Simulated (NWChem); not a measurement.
Spin states of HO

SMILES: [OH]
```xyz
2

O      0.0000     0.0000     0.1085
H      0.0000     0.0000    -0.8679
```
Charge 0, spin multiplicity 2.

Program: NWChem. All single points use one geometry, from UPBE0/def2-SVP, a minimum by its harmonic frequencies.

Basis set: def2-TZVP. The gap is E(quartet) − E(doublet) at the geometry of the doublet, so a negative value puts the higher spin lower. Open shells are unrestricted. The quartet is the single determinant that the SCF runs reached, with unpaired electrons in orbitals of symmetry a1 and b1 and b2 (C2v labels); it need not be the lowest quartet, which in molecules with degenerate π orbitals can need several determinants.

B3LYP has NWChem's definition, with VWN1-RPA local correlation. The structure started from a generated list of species. The unpaired electrons of the parent sit in orbitals of symmetry b2 (C2v labels of the run); other states weren't searched. No SCF solution was tested for a lower state. Open-shell Hartree-Fock references start from PBE0 orbitals.

One of these methods gave a vertical doublet-quartet gap of 181.7 kcal/mol. Which?
A) BLYP
B) HF
C) B3LYP
D) TPSS

C, B3LYP. The others give 183.6 (BLYP), 177.6 (TPSS), 149.2 (HF).
